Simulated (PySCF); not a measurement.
HBO, singlet: data card

All numbers come from PySCF, PBE0, basis B def2-TZVP, O def2-TZVP, H def2-TZVP (no relativity, density fitting).

The structure is a minimum.

| Quantity | Value |
| --- | --- |
| Point group | C∞v |
| Bond lengths | B–H 1.173 Å, B–O 1.198 Å |
| Bond angles | H–B–O 180.0° |
| Zero-point energy | 37.8 kJ/mol |
| Entropy at 298.15 K and 1 bar | 202.7 J/(mol K) |
| Lowest empty level | 0.01 eV |
| Highest occupied level | -10.43 eV |
| Rotational symmetry number | 1 |
| Enthalpy at 298.15 K above 0 K | 9.13 kJ/mol |
| Principal polarisabilities | 12.9, 12.9, 20.4 bohr³ |
| Rotational constants | 1.317 cm⁻¹ |
| Dipole moment | 2.76 D |
| Heat capacity Cp at 298.15 K | 35.0 J/(mol K) |
| Principal quadrupole moments (Buckingham, traceless) about the centre of mass | -0.29, -0.29, 0.59 D Å |
| Atomisation energy without zero-point energy | 1289 kJ/mol |

Harmonic modes (masses in u: B 11.009, O 15.995, H 1.008):
```json
{"symmetry": "π", "ω (cm⁻¹)": "777", "IR (km/mol, summed over degenerate members)": "26.4", "μ (u)": "1.38", "type": "bend"}
{"symmetry": "σ+", "ω (cm⁻¹)": "1877", "IR (km/mol, summed over degenerate members)": "68.1", "μ (u)": "4.59", "type": "stretch"}
{"symmetry": "σ+", "ω (cm⁻¹)": "2890", "IR (km/mol, summed over degenerate members)": "8.0", "μ (u)": "1.22", "type": "stretch"}
```

In C∞v the vibrations span π + 2σ+.

Charges (e):
| atom | Mulliken | Löwdin | polar tensor | Mayer order to B1 |
| --- | --- | --- | --- | --- |
| B1 | 0.04 | -0.30 | 0.57 | – |
| O2 | -0.14 | 0.24 | -0.57 | 2.51 |
| H3 | 0.10 | 0.06 | 0.00 | 0.96 |

Mulliken populations on B1: s 3.01, p 1.81, d 0.10, f 0.03.

Counting electrons, boron keeps none of its valence electrons outside its bonds, so the VSEPR class is AX2 and the expected shape is linear; with unlike ligands the computed point group is C∞v.

Only a few start shapes were tried, so a lower isomer may exist.

The final relaxation and frequency run took 5.7 s on 2 threads of a shared Arm Neoverse V1 host, with 68 basis functions and 9 gradients; the process peaked at 0.67 GiB. Launch command: `OMP_NUM_THREADS=2 python axn.py task.json out`.
